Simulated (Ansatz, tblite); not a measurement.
# The cluster Sr₂S₂+: a ladder of methods and basis sets

The task here is to estimate one member of a computed series from the others.

Computed with Ansatz 0.2.0, Gaussian basis. Level: as each input shows.

The runs, in order: GFN1-xTB, GFN2-xTB, PBE-D4/def2-TZVP, r2SCAN-D4/def2-TZVP, ωB97X-V/def2-TZVP, HF/def2-TZVP, BLYP-D4/def2-TZVP, B3LYP-D4/def2-TZVP, B97M-V/def2-TZVP, PBE-D4/def2-SVP, PBE0-D4/def2-SVP, CCSD(T)/def2-TZVPP, MP2/def2-TZVP, RPA/def2-TZVP.

4 further runs of the same task are left out: 2 that didn't finish, 2 set aside as unsound or not needed. Runs told in other sessions of the task aren't counted.

### The structure

The geometry is that of the doublet, from an earlier relaxation (r2SCAN-D4/def2-TZVP). At that level it is the lowest of the isomers that a small search found.

4 atoms, charge 1, spin multiplicity 2.

Bond lengths: Sr1–S3 2.675 Å, Sr1–S4 2.676 Å, Sr2–S3 2.676 Å, Sr2–S4 2.676 Å. Angles: S3–Sr1–S4 73.9°, S3–Sr2–S4 73.9°, Sr1–S3–Sr2 106.1°, Sr1–S4–Sr2 106.1°.

Sr takes a core potential in the def2 sets. No spin-orbit coupling is included. The ion is computed in the gas phase, without counter-ions or solvent.

PBE0-D4/def2-TZVP was run before; its log isn't repeated, and its numbers join the tables.

The first run:

Tight binding, by tblite at 300 K electronic temperature and without a spin-polarisation term:

```python
tblite.interface.Calculator('GFN1-xTB', numbers, positions, charge=1, uhf=1).singlepoint()
```

Tight binding, by tblite at 300 K electronic temperature and without a spin-polarisation term:

```python
tblite.interface.Calculator('GFN2-xTB', numbers, positions, charge=1, uhf=1).singlepoint()
```

start.molden holds the orbitals of an earlier run on this state, given as this run's starting guess.

in.yaml

```yaml
crystal:
  periodic: [false, false, false]
  atoms:
    - {symbol: Sr, position_ang: [0.962169, 1.886613, 0.297556]}
    - {symbol: Sr, position_ang: [-0.961378, -1.888428, -0.288524]}
    - {symbol: S, position_ang: [-1.429270, 0.687405, 0.263334]}
    - {symbol: S, position_ang: [1.428479, -0.685590, -0.272356]}
basis:
  gaussian: {orbitals: def2-TZVP, initial_orbitals: start.molden}
total_charge: 1
magnetization: {spin_polarized: true, initial_magnetization: 1}
hamiltonian: {xc: pbe, dispersion: d4}
scf: {omitted_lower_state_checks: [starts]}
output: {orbitals: {seedname: orbitals}}
```

Run with:

```console
$ ansatz run in.yaml --threads 4 --pin off --events-out ev --progress --plain --max-ram 3916MiB
```

Among the steps run: PBE-D4/def2-TZVP; r2SCAN-D4/def2-TZVP; ωB97X-V/def2-TZVP; HF/def2-TZVP; BLYP-D4/def2-TZVP; B3LYP-D4/def2-TZVP; B97M-V/def2-TZVP; PBE-D4/def2-SVP; PBE0-D4/def2-SVP; CCSD(T)/def2-TZVPP; MP2/def2-TZVP; RPA/def2-TZVP.

One of the session's tables, all rows but one given; the rest of the session is left out.

```
              level  HOMO (eV)  LUMO (eV)  gap (eV)
       HF/def2-TZVP     -10.72      -3.30      7.42
    PBE-D4/def2-SVP      -8.39      -7.68      0.70
   PBE-D4/def2-TZVP      -8.38      -7.63      0.75
  BLYP-D4/def2-TZVP      -8.22      -7.50      0.72
r2SCAN-D4/def2-TZVP      -8.46      -7.37      1.09
   B97M-V/def2-TZVP      -8.47      -7.38      1.09
 B3LYP-D4/def2-TZVP      -9.13      -6.94      2.19
   PBE0-D4/def2-SVP          ?          ?         ?
  PBE0-D4/def2-TZVP      -9.33      -6.71      2.62
  ωB97X-V/def2-TZVP     -11.43      -4.76      6.67
```

Q: Estimate the row for PBE0-D4/def2-SVP from the others.

**Answer.** HOMO (eV): -9.33; LUMO (eV): -6.77; gap (eV): 2.56.
